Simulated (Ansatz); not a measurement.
The input, for Ansatz 0.2.0:

```yaml
crystal:
  periodic: [false, false, false]
  atoms:
    - {symbol: Zr, position_ang: [0.000000, 0.000000, 0.000000]}
    - {symbol: Zr, position_ang: [0.000000, 0.000000, 2.267200]}
basis:
  gaussian: {orbitals: def2-SVP}
total_charge: 1
magnetization: {spin_polarized: true, initial_magnetization: 1}
hamiltonian: {xc: {name: PBE}}
output: {orbitals: {seedname: orbitals}}
```

```sh
$ ansatz run in.yaml --threads 1 --pin off --events-out ev --progress --plain --max-ram 4096MiB --backend cpu
```

The program prints:

```
556 factors; their error is unknown
mean field evaluation 1: about -2537.5548 eV, gradient 3.9e1 eV
mean field evaluation 2: about -2472.9861 eV, gradient 8.4e1 eV
mean field evaluation 4: about -2548.1316 eV, gradient 9.2e0 eV
mean field evaluation 8: about -2549.7581 eV, gradient 4.3e-1 eV
mean field evaluation 16: about -2549.7466 eV, gradient 4.5e-3 eV
mean field evaluation 32: about -2549.7485 eV, gradient 1.0e-5 eV
mean field evaluation 64: about -2548.8131 eV, gradient 3.6e0 eV
mean field evaluation 96: about -2549.1974 eV, gradient 1.2e0 eV
mean field evaluation 128: about -2549.6541 eV, gradient 8.4e-1 eV
mean field evaluation 160: about -2549.7253 eV, gradient 7.5e-1 eV
mean field -2549.74850279 eV, -93.7015291958 hartree, gradient 7.4e-6 eV, S^2 0.860893; 14 other end points of the search recorded, 0 dependent functions left out
reference -2549.74854514 eV, -93.7015307522 hartree; 12, 11 occupied and 50, 51 virtual orbitals, 556 factors
Total energy: -2549.74854514 eV, -93.7015307522 hartree
```

Ran on 1 thread of AMD EPYC 7R13, shared host: 19 s wall, 0.19 GiB peak host memory.
